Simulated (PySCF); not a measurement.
CH4O, SMILES OC.

Geometry optimised at ωB97X-D3(BJ)/def2-TZVP.

Calculation: PBE/def2-TZVPD (PySCF).

| Property | Value |
|---|---|
| total energy | -115.63221 hartree |
| point group | Cs |
| highest occupied level | -6.29 eV |
| lowest empty level | -0.43 eV |
| orbital gap | 5.87 eV |
| dipole moment | 1.58 D |
| quadrupole, principal values (traceless, Buckingham form, about the centre of nuclear charge) | -2.74, -1.23, 3.96 D·Å |
| mean static polarisability | 22.3 bohr³ (3.31 Å³) |
| polarisability, principal values | 21.1, 21.3, 24.7 bohr³ |
